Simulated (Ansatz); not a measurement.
# PF (quintet): the correlation ladder, def2-TZVPP

The task here is to estimate one member of a computed series from the others.

Computed with Ansatz 0.2.0, Gaussian basis. Level: def2-TZVPP, core rule «outside noble gas», up to 6 orbitals frozen.

Plan: UHF; ROHF; CCSD(T) on UHF.

2 further runs of the same task are left out: 2 set aside as unsound or not needed.

## The system

The geometry is a PBE0/def2-TZVP stationary point (not a proven minimum) of the parent state, kept for this charge and spin.

2 atoms, charge 0, spin multiplicity 5.

Atoms are counted from 1 here; the program's logs count them from 0.

Bond lengths: F1–P2 1.593 Å.

Set-up of the first run:

File in.yaml:

```yaml
crystal:
  periodic: [false, false, false]
  atoms:
    - {symbol: F, position_ang: [0.000000, 0.000000, 0.000000]}
    - {symbol: P, position_ang: [0.000000, 0.000000, 1.593400]}
basis:
  gaussian: {orbitals: def2-TZVPP}
magnetization: {spin_polarized: true, initial_magnetization: 4}
hamiltonian: {xc: hf}
output: {orbitals: {seedname: orbitals}}
```

Command:

```sh
ansatz run in.yaml --threads 1 --pin off --events-out ev --progress --plain --max-ram 3968MiB --backend cpu
```

Among the steps run: UHF; ROHF; CCSD(T) on UHF.

One of the session's tables, all rows but one given; the rest of the session is left out.

It belongs to the step «Misses and costs». 

```
  method  from UCCSD(T) (meV)
    ROHF              +9430.6
     UHF              +9288.9
    UMP2               +611.7
   UCCSD                    ?
UCCSD(T)                    0
```

**Question.** Estimate the row for UCCSD.

The run gave: from UCCSD(T) (meV): +307.6. In the column «from UCCSD(T) (meV)» it lies between UCCSD(T) (0) and UMP2 (+611.7).
